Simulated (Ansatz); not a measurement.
Task: Name a neutral molecule of C, F, N, P and H with HOMO–LUMO gap (PBE/def2-TZVPP) between 4.85 and 5.15 eV and zero-point energy (PBE0-D4/def2-TZVP) between 85 and 101 kJ/mol (Ansatz, PBE0-D4/def2-TZVP geometry).

Result: `FC(F)=NP` (5.06 eV, 89.8 kJ/mol). Other molecules can fit too; these were computed, each in one conformer that needn't be the lowest.
